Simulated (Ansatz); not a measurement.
Reaction: CH4O (methanol, SMILES CO) → CH3 (SMILES [CH3], doublet) + HO (SMILES [OH], doublet) (the C-O bond breaks)
Each species at its own B3LYP-D3(BJ)/def2-TZVP minimum (Ansatz, an electronic-structure program).

Total energies in hartree (Ansatz). Radicals and triplets start from unrestricted determinants; spin-orbit coupling is neglected. Correlated methods leave the cores frozen. No relativity.

| species | HF/cc-pVTZ | CCSD(T)/cc-pVTZ | HF/cc-pVQZ | CCSD(T)/cc-pVQZ | CCSDT(Q)/cc-pVTZ |
|---|---|---|---|---|---|
| 1: CH4O (SMILES OC) | -115.08908 | -115.55073 | -115.09858 | -115.58888 | -115.55160 |
| 2: CH3 (SMILES [CH3], doublet) | -39.57748 | -39.76098 | -39.58026 | -39.77245 | -39.76156 |
| 3: HO (SMILES [OH], doublet) | -75.41896 | -75.63769 | -75.42557 | -75.66159 | -75.63817 |

Task: Work out the bond dissociation energy (electronic) in kcal/mol: take Hartree-Fock from cc-pVQZ, extrapolate the CCSD(T) correlation energy as X^-3 (X = 3, 4), and add CCSDT(Q) - CCSD(T) in cc-pVTZ. 1 hartree = 627.51 kcal/mol.

Result: 
Species 1: correlation (64·(-0.49030) - 27·(-0.46165))/37 = -0.51121; step -0.00087; E1 = -115.09858 + (-0.51121) + (-0.00087) = -115.61066
Species 2: correlation (64·(-0.19219) - 27·(-0.18350))/37 = -0.19853; step -0.00058; E2 = -39.58026 + (-0.19853) + (-0.00058) = -39.77937
Species 3: correlation (64·(-0.23602) - 27·(-0.21873))/37 = -0.24864; step -0.00048; E3 = -75.42557 + (-0.24864) + (-0.00048) = -75.67469
-1·E1 +1·E2 +1·E3 = 0.15660 hartree = 98.3 kcal/mol.
